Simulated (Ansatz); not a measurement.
# The chlorine atom (doublet): from Hartree-Fock to the top rungs, aug-cc-pVDZ

An exercise on one series of results from a longer session: the logs are not shown, and one member is left open.

Program: Ansatz 0.2.0, Gaussian basis. Level of theory: aug-cc-pVDZ, core rule «outside noble gas», up to 5 orbitals frozen. These are calculated values, not measurements.

The runs, in order: UHF; CCSD(T) on ROHF; CCSDTQ on ROHF; CCSDTQ on UHF; Full CI.

### The atom

A free atom, in its lowest state of this spin that the program finds.

1 atom, charge 0, spin multiplicity 2.

The first run:

in.yaml

```yaml
crystal:
  periodic: [false, false, false]
  atoms:
    - {symbol: Cl, position_ang: [0.000000, 0.000000, 0.000000]}
basis:
  gaussian: {orbitals: aug-cc-pVDZ}
magnetization: {spin_polarized: true, initial_magnetization: 1}
hamiltonian: {xc: hf}
output: {orbitals: {seedname: orbitals}}
```

On the command line:

```bash
ansatz run in.yaml --threads 1 --pin off --events-out ev --progress --plain --max-ram 2393MiB
```

Steps of the session up to this table: UHF; CCSD(T) on ROHF; CCSDTQ on ROHF; CCSDTQ on UHF; Full CI.

One of the session's tables, all rows but one given; the rest of the session is left out.

It belongs to the step «Misses and costs». 

```
  method  from FCI (meV)
    ROHF         +3926.1
     UHF         +3809.0
    RMP2               ?
   RCCSD           +80.3
RCCSD(T)           +15.3
 RCCSDTQ             0.0
     FCI               0
```

Q: Estimate the row for RMP2 from the others.

**Answer.** from FCI (meV): +540.0. In the column «from FCI (meV)» it lies between RCCSD (+80.3) and UHF (+3809.0).

Not comparable, so not listed: CCSDTQ on UHF (they don't share determinant, frozen orbitals or solution with the rows shown, or repeat one).

Limits of these values: Levels on UHF freeze UHF's core orbitals, full CI those of ROHF, so the U rows can settle a little off it for that reason alone.
